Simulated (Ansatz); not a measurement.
Corundum Cr₂O₃, treated with RPBE (Ansatz, a first-principles code, plane waves, PAW).

Numerical settings: plane-wave cutoff 520 eV, 8×8×8 k mesh, Fermi–Dirac smearing 0.01 eV, spin-polarised with opposed moments, scalar-relativistic PAW data made under PBE.

Computed at the level's own relaxed cell.

Task: Estimate the smallest direct gap on the k points sampled, equilibrium volume per atom and magnetic moment (largest site, within a sphere) that the calculation returns.

Result: 
- smallest direct gap on the k points sampled: 1.66 eV
- equilibrium volume per atom: 10.02 Å³/atom
- magnetic moment (largest site, within a sphere): 2.30 μB

Measured, for comparison: equilibrium volume per atom 9.64 Å³/atom (temperature not stated, not corrected to a static lattice; as tabulated in Sawada, Mater. Res. Bull. 29, 239 (1994) (COD 9015000)). Computed (rounded) less measured: equilibrium volume per atom +3.9 %.

Note: without U or exact exchange, gaps and moments of open d shells tend to come out too small; the bulk modulus comes from volumes at which shape and atoms were relaxed.

Moments are spin moments.

Computed values are for the static lattice.

Cost on a shared machine: around 40 core-minutes (rough).
